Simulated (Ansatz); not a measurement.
The input, for Ansatz 0.2.0:

```yaml
crystal:
  periodic: [false, false, false]
  atoms:
    - {symbol: Br, position_ang: [0.000000, 0.000000, 0.000000]}
    - {symbol: Na, position_ang: [0.000000, 0.000000, 8.528000]}
basis:
  gaussian: {orbitals: cc-pVDZ, point_charges: [{charge: 1.00, position_ang: [2.745, -0.546, 0.841]}]}
magnetization: {spin_polarized: true, initial_magnetization: 0}
hamiltonian: {xc: {name: r2SCAN}}
correlation: {method: bccd_t, electrons: valence}
scf: {lower_state_search: light}
```

```sh
$ ansatz run in.yaml --threads 1 --pin off --events-out ev --progress --plain --max-ram 2393MiB
```

The program prints:

```
485 factors; integrals over basis functions are off by at most 8.5e-5 eV
mean field evaluation 1: about -74460.4281 eV, gradient 1.4e1 eV
mean field evaluation 2: about -74460.4264 eV, gradient 1.4e1 eV
mean field evaluation 4: about -74461.3791 eV, gradient 6.7e0 eV
mean field evaluation 8: about -74439.9707 eV, gradient 2.2e1 eV
mean field evaluation 16: about -74461.7436 eV, gradient 4.5e-3 eV
mean field evaluation 32: about -74461.7913 eV, gradient 6.2e-2 eV
mean field evaluation 64: about -74461.7922 eV, gradient 5.1e-3 eV
mean field evaluation 96: about -74461.7917 eV, gradient 2.8e-3 eV
mean field evaluation 128: about -74461.6335 eV, gradient 3.0e0 eV
mean field evaluation 160: about -74376.9519 eV, gradient 2.9e1 eV
mean field -74461.79230626 eV, -2736.4203952395 hartree, gradient 1.2e-8 eV, S^2 0.200575; 10 other end points of the search recorded, 0 dependent functions left out
10 core orbitals not correlated: weight in the atoms' cores, before any rotation towards them, 1.000 or more for the frozen orbitals, at most 0.000 for the correlated occupied ones
reference -74403.33190826 eV, -2734.2720152388 hartree; 13, 13 occupied and 22, 22 virtual orbitals, 485 factors
second order -3.62264165 eV of doubles, -0.38324545 eV of singles
cycle   1  -4.11835796 eV  change   -6.6e-1 eV  update   9.5e-2
cycle   2  -4.26852349 eV  change   -1.5e-1 eV  update   6.3e-2
cycle   3  -4.44857645 eV  change   -1.8e-1 eV  update   4.8e-2
cycle   4  -4.40232684 eV  change    4.6e-2 eV  update   1.6e-2
cycle   5  -4.37400968 eV  change    2.8e-2 eV  update   5.4e-3
cycle   6  -4.37305014 eV  change    9.6e-4 eV  update   1.9e-3
cycle   7  -4.37569918 eV  change   -2.6e-3 eV  update   9.3e-4
cycle   8  -4.37594942 eV  change   -2.5e-4 eV  update   4.5e-4
cycle   9  -4.37513836 eV  change    8.1e-4 eV  update   1.6e-4
cycle  10  -4.37532656 eV  change   -1.9e-4 eV  update   1.3e-4
cycle  11  -4.37547351 eV  change   -1.5e-4 eV  update   4.4e-5
cycle  12  -4.37540032 eV  change    7.3e-5 eV  update   2.6e-5
cycle  13  -4.37540113 eV  change   -8.0e-7 eV  update   4.8e-6
cycle  14  -4.37540064 eV  change    4.8e-7 eV  update   2.2e-6
perturbative correction -0.03132713 eV, -0.0011512508 hartree
WARN: these amplitudes may be one of several solutions (largest doubles amplitude 0.04, level shift 4.28 eV)
Total energy: -74407.73863603 eV, -2734.4339594975 hartree
```

The singles that turn the determinant into the Brueckner one have T1 = 0.070.

Ran on 1 thread of INTEL XEON PLATINUM 8581C, shared host: 24 s wall, 0.2 GiB peak host memory.
